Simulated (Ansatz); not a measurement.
System: C$_{2}$H$_{2}$N (charge -1, singlet). It need not be the lowest isomer of its formula. Whether it binds its extra electron was not tested at this geometry. 
Structure (B3LYP-D3(BJ)/def2-TZVP (Ansatz, a first-principles code) minimum search):
```xyz
5

C     -0.0183    -0.0410    -1.2004
C      0.0031     0.0173     0.1821
N      0.0226     0.1186     1.3558
H      0.8854    -0.3683    -1.7039
H     -0.9522    -0.3200    -1.6775
```
Charge -1, spin multiplicity 1.

Basis-set convergence of Hartree-Fock and CCSD correlation energies (hartree) with Ansatz. Correlated levels leave the core frozen unless marked. No spin-orbit coupling. No relativistic terms. This anion needs diffuse functions, which these sets lack.

```json
[
 {"basis": "cc-pVDZ", "functions": "-", "E(HF)": "-131.30379", "E(corr, CCSD)": "-0.44122"},
 {"basis": "cc-pVTZ", "functions": "118", "E(HF)": "-131.34705", "E(corr, CCSD)": "-0.53187"},
 {"basis": "cc-pVQZ", "functions": "225", "E(HF)": "?", "E(corr, CCSD)": "?"}
]
```

### Question
Some entries are withheld; supply them.

### Answer

- cc-pVQZ, E(HF): -131.35947
- cc-pVQZ, E(corr, CCSD): -0.56097
